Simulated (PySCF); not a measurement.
4-chloro-1-butene, C4H7Cl, SMILES C=CCCCl, point group C1.

Force field and properties: B3LYP/pcSseg-1 (PySCF, grid level 2). Vibrational terms come from second-order perturbation theory with semi-diagonal cubic constants, by steps of ±0.6 along the normal coordinates of each isotopologue. The parent has the commonest isotopes.

Equilibrium geometry (Å):

| atom | x | y | z |
| --- | --- | --- | --- |
| C1 | 1.7173 | 1.0408 | -0.3504 |
| C2 | 0.9683 | 0.1690 | 0.3188 |
| C3 | -0.5333 | 0.2132 | 0.4141 |
| C4 | -1.1653 | -1.0024 | -0.2581 |
| Cl5 | -2.9781 | -1.0044 | -0.0770 |
| H6 | 2.8011 | 0.9550 | -0.3789 |
| H7 | 1.2762 | 1.8797 | -0.8877 |
| H8 | 1.4583 | -0.6538 | 0.8442 |
| H9 | -0.9192 | 1.1285 | -0.0484 |
| H10 | -0.8397 | 0.2297 | 1.4684 |
| H11 | -0.9644 | -1.0187 | -1.3309 |
| H12 | -0.8165 | -1.9394 | 0.1819 |

(1) Give the equilibrium and ground-state rotational constants (MHz) of parent; ²H at 9.

(2) How is the parent's vibrational correction B0 − Be made up?

(3) And its quartic centrifugal distortion constants from the harmonic force field?

(4) Which nuclear quadrupole couplings χaa, χbb, χcc (MHz) does the parent show, at equilibrium and averaged?

A mode lies under 250 cm⁻¹, where this perturbation treatment is rough. Internal rotors are held in one well.

## Answers

(1) 
```csv
species,Ae,Be,Ce,A0,B0,C0,Δ0 (u Å²),harmonic ZPE (cm⁻¹)
parent,19122,1404.7,1390.3,18980,1395.5,1380.7,-22.754,21857
²H at 9,17951,1403.2,1382.3,17800,1394.3,1373.1,-22.799,21127
```

Δ0 = Ic − Ia − Ib from the ground-state constants.

(2) 
```csv
axis,harmonic,Coriolis,cubic,total (MHz)
a,73.4,-120,-95.8,-142
b,0.831,-0.803,-9.28,-9.25
c,0.861,-0.486,-9.98,-9.6
```

(3) Asymmetric top, A reduction, Ir representation: ΔJ = 0.219 kHz, ΔJK = -11 kHz, ΔK = 434 kHz, δJ = -0.022 kHz, δK = 19.8 kHz.

(4) 35Cl at 5: -59.0, 21.2, 37.7 and -58.5, 20.9, 37.6.
